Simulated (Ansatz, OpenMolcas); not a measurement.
A correction line for B3LYP/6-31G* (spherical functions): atomisation energy

The atomisation energy (no zero-point term) in kJ/mol of 8 B-containing radicals: x at B3LYP/6-31G* (spherical functions), y at CCSD(T)/CBS estimate. Shapes, held fixed at every level: PBE0-D4/def2-TZVP. Flexible molecules stand in one conformer, not always the lowest. Programs: Ansatz 0.2.0, OpenMolcas 26.06.

| molecule | x (kJ/mol) | y (kJ/mol) |
| --- | --- | --- |
| BN (boron nitride) | 460 | 431 |
| BCl2 (SMILES Cl[B]Cl) | 836 | ? |
| BF2 (SMILES F[B]F) | 1249 | 1233 |
| BH(OH) | 1351 | 1359 |
| BH2(NH) | 1613 | 1579 |
| B(CH3)Cl | 2080 | 2074 |
| CH4BO (SMILES [BH]OC) | 2557 | 2535 |
| CH5BN (SMILES B[N]C) | 2866 | 2808 |

Q: Fit y = c + s·x to the known rows and predict y for BCl2.

A: 
1. Means of the 7 rows: x = 1739.43, y = 1717.0.
2. Σ(Δx)² = 4097894, Σ(Δx·Δy) = 4058664, so the slope is 4058664/4097894 = 0.99043.
3. Intercept: 1717.0 − (0.99043) × 1739.43 = -5.8. The largest residual of the fit is 27.
4. BCl2: -5.8 + 0.99043 × 836 = 822 kJ/mol.

CCSD(T)/CBS estimate gives 846 kJ/mol, so the prediction is off by -24 kJ/mol, within the largest residual. Uncorrected, B3LYP/6-31G* (spherical functions) misses BCl2 by -10 kJ/mol, and the other rows by 25 on average. The line makes this one worse. Left out in turn, the other rows are missed by 25 kJ/mol on average, no better than no correction. T1 is large for BN (0.042), so single-reference values are less sure there. Spin contamination: BN (⟨S²⟩ up to 2.05), CH5BN (⟨S²⟩ up to 0.78). Open shells run unrestricted. The CBS estimate extrapolates MP2 from def2-TZVPP and def2-QZVPP and adds CCSD(T) − MP2 in the triple-zeta set, cores frozen.
